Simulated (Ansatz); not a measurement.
# Relative stability

The two ends of one reaction step of SiH$_{4}$F, doublet (PBE0-D4/def2-TZVP).

A:

```json
{"atom": "F1", "x (Å)": "-1.9876", "y (Å)": "-0.4260", "z (Å)": "-1.7279"}
{"atom": "Si2", "x (Å)": "0.5919", "y (Å)": "0.1267", "z (Å)": "0.5145"}
{"atom": "H3", "x (Å)": "-1.2938", "y (Å)": "-0.2767", "z (Å)": "-1.1246"}
{"atom": "H4", "x (Å)": "0.7359", "y (Å)": "1.5990", "z (Å)": "0.6172"}
{"atom": "H5", "x (Å)": "1.7883", "y (Å)": "-0.5261", "z (Å)": "-0.0696"}
{"atom": "H6", "x (Å)": "0.1652", "y (Å)": "-0.4970", "z (Å)": "1.7904"}
```

B:

```tsv
atom	x (Å)	y (Å)	z (Å)
F1	-0.5871	-0.1167	-0.4664
Si2	0.6450	0.1194	0.5265
H3	-3.0700	-0.5668	-2.5083
H4	0.7438	1.5703	0.8103
H5	1.8778	-0.3673	-0.1360
H6	0.3904	-0.6389	1.7739
```

Computed with Ansatz 0.2.0 (basis: def2-TZVPP); correlated methods freeze the cores; orbitals are unrestricted. B3LYP uses VWN-RPA correlation.

Task: Which structure is lower at CCSD(T), and by how much? (To be estimated.)

Result: The calculation gives: B, by 10.22 kcal/mol (electronic energy, against the other). By their contacts, A is a complex of SiH₃ + HF and B is a complex of SiH₃F ([F][SiH3]) + H.

All methods give the same order:

| method | E(B) − E(A) (kcal/mol) |
| --- | --- |
| SPW92 | -5.23 |
| PBE-D4 | -6.34 |
| BLYP-D4 | -7.09 |
| r2SCAN-D4 | -8.14 |
| B97M-V | -11.65 |
| PBE0-D4 | -7.93 |
| B3LYP-D4 | -8.21 |
| r2SCAN0-D4 | -8.37 |
| BHLYP-D4 | -11.22 |
| CAM-B3LYP-D4 | -10.35 |
| wB97X-V | -12.37 |
| wB97M-V | -12.69 |
| B2PLYP | -10.87 |
| PBE-QIDH | -11.27 |
| RPA on PBE | -9.77 |
| HF | -18.87 |
| MP2 | -14.08 |
| CCSD | -10.14 |
| CCSD(T) | -10.22 |

The T1 diagnostic stays at or below 0.013. ⟨S²⟩ of the unrestricted Hartree–Fock references: 0.75 to 0.76 (a pure state has 0.75).

Labels in which every atom is bracketed show which atoms are joined, not bond orders.

For scale, one of the runs: CCSD(T)/def2-TZVPP, 129 basis functions, launched by `ansatz run in.yaml --threads 2 --pin off --events-out ev --progress --plain --max-ram 4352MiB`. Hardware: 2 CPU threads of an Intel Xeon Platinum 8259CL, shared host. Wall time 24 s; peak host memory 1.4 GiB.
